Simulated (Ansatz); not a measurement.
# C4H3N: basis-set convergence

Aim: see how fast density functionals converge with the basis set for C4H3N.

Method: one geometry, several basis sets; program: Ansatz 0.2.0, Gaussian basis.

The runs, in order: PBE0-D4/def2-SVP; ωB97M-V/def2-SVP; PBE0-D4/def2-QZVPP; ωB97M-V/def2-QZVPP; the functionals' def2-TZVPP values are taken from earlier runs.

## 1. The relaxed structure

An earlier PBE0-D4 in a triple-zeta def2 set relaxation fixed the geometry.

SMILES `C#CN=C=C`, 8 atoms, charge 0, spin multiplicity 1.

Atoms are counted from 1 here; the program's logs count them from 0.

Bond lengths: C1–C2 1.202 Å, C1–H6 1.063 Å, C2–N3 1.327 Å, N3–C4 1.220 Å, C4–C5 1.300 Å, C5–H7 1.082 Å, C5–H8 1.082 Å. Angles: C2–C1–H6 178.4°, C1–C2–N3 174.1°, C2–N3–C4 130.3°, N3–C4–C5 174.5°, C4–C5–H7 120.3°, C4–C5–H8 120.3°, H7–C5–H8 119.4°.

## 2. PBE0-D4 in def2-SVP

in.yaml reads:

```yaml
crystal:
  periodic: [false, false, false]
  atoms:
    - {symbol: C, position_ang: [0.468698, 1.254287, 2.249589]}
    - {symbol: C, position_ang: [0.191613, 0.422811, 1.427306]}
    - {symbol: N, position_ang: [-0.136097, -0.580881, 0.623930]}
    - {symbol: C, position_ang: [-0.195086, -0.630371, -0.594001]}
    - {symbol: C, position_ang: [-0.293117, -0.802619, -1.878603]}
    - {symbol: H, position_ang: [0.718731, 2.008733, 2.955717]}
    - {symbol: H, position_ang: [0.563993, -1.131050, -2.452427]}
    - {symbol: H, position_ang: [-1.226536, -0.598109, -2.387211]}
basis:
  gaussian: {orbitals: def2-SVP}
hamiltonian: {xc: pbe0, dispersion: d4}
output: {orbitals: {seedname: orbitals}}
```

On the command line:

```sh
$ ansatz run in.yaml --threads 2 --pin off --events-out ev --progress --plain --max-ram 4352MiB
```

The runs that follow: ωB97M-V in def2-SVP; PBE0-D4 in def2-QZVPP; ωB97M-V in def2-QZVPP.

**Question.** What will the summary of the whole plan be? Wanted: PBE0-D4: double and triple zeta above quadruple; ωB97M-V: double and triple zeta above quadruple.

As calculated:

| quantity | value |
| --- | --- |
| PBE0-D4: double and triple zeta above quadruple | 6.60, 0.30 eV |
| ωB97M-V: double and triple zeta above quadruple | 6.84, 0.27 eV |

**Reading.** PBE0-D4 gains 6.30 eV from double to triple zeta, then 0.30 eV more. Total energies overstate the basis error of differences, where much of it tends to cancel.
